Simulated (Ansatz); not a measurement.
**CH₄Si (triplet): wave-function methods side by side, cc-pVDZ**

One table from this session's results is given with a row withheld; the runs are named, their logs left out.

The runs use Ansatz 0.2.0, Gaussian basis; cc-pVDZ, core rule «outside noble gas», up to 6 orbitals frozen.

The runs, in order: UHF; CCSD(T) on ROHF; CCSD(T) on UHF; BCCD(T) on ROHF; CISD; CCSDT(Q) on ROHF; CCSDT(Q) on UHF; CASSCF and MRCISD+Q, 10 electrons in 10 orbitals; CASSCF and NEVPT2, 10 electrons in 10 orbitals.

23 further runs of the same task are left out: 10 that didn't finish, 13 set aside as unsound or not needed.

### The system

The geometry is a PBE0/def2-TZVP stationary point (not a proven minimum) of the parent state, kept for this charge and spin.

6 atoms, charge 0, spin multiplicity 3.

Atoms are counted from 1 here; the program's logs count them from 0.

Bond lengths: Si1–C2 1.699 Å, Si1–H3 1.478 Å, Si1–H4 1.478 Å, C2–H5 1.084 Å, C2–H6 1.084 Å. Angles: C2–Si1–H3 122.7°, C2–Si1–H4 122.7°, H3–Si1–H4 114.7°, Si1–C2–H5 122.2°, Si1–C2–H6 122.2°, H5–C2–H6 115.7°.

The first run:

Input file in.yaml:

```yaml
crystal:
  periodic: [false, false, false]
  atoms:
    - {symbol: Si, position_ang: [0.000000, 0.000000, 0.529889]}
    - {symbol: C, position_ang: [0.000000, 0.000000, -1.168891]}
    - {symbol: H, position_ang: [0.000000, 1.244456, 1.327628]}
    - {symbol: H, position_ang: [0.000000, -1.244456, 1.327628]}
    - {symbol: H, position_ang: [0.000000, 0.917470, -1.745809]}
    - {symbol: H, position_ang: [0.000000, -0.917470, -1.745809]}
basis:
  gaussian: {orbitals: cc-pVDZ}
magnetization: {spin_polarized: true, initial_magnetization: 2}
hamiltonian: {xc: hf}
output: {orbitals: {seedname: orbitals}}
```

Started as:

```sh
$ ansatz run in.yaml --threads 1 --pin off --events-out ev --progress --plain --max-ram 2393MiB
```

Steps of the session up to this table: UHF; CCSD(T) on ROHF; CCSD(T) on UHF; BCCD(T) on ROHF; CISD; CCSDT(Q) on ROHF; CCSDT(Q) on UHF; CASSCF and MRCISD+Q, 10 electrons in 10 orbitals; CASSCF and NEVPT2, 10 electrons in 10 orbitals.

One table of the session follows, with a row left open; its other results are not shown here.

```
   method  from UCCSDT(Q) (kcal/mol)
     ROHF                    +161.18
      UHF                    +156.29
     RMP2                     +28.77
     UMP2                     +28.99
     CISD                     +16.34
    RCCSD                          ?
    UCCSD                      +4.19
 RCCSD(T)                      +0.78
 UCCSD(T)                      +0.77
  BCCD(T)                      +0.77
   RCCSDT                      +0.19
   UCCSDT                      +0.17
RCCSDT(Q)                      +0.02
UCCSDT(Q)                          0
```

**Question.** Estimate the row for RCCSD.

As computed: from UCCSDT(Q) (kcal/mol): +4.28. In the column «from UCCSDT(Q) (kcal/mol)» it lies between UCCSD (+4.19) and CISD (+16.34).

Left out of the table: CASSCF frontier, NEVPT2 frontier, MRCISD frontier, MRCISD+Q frontier (the active space lost an orbital or holds another state than full CI finds).

Caveats from the session: Restricted and unrestricted rows rest on different reference determinants; where their highest levels disagree by more than a few hundredths of an eV, they describe different states and don't form one ladder. Warnings in the runs' records: passed over end.
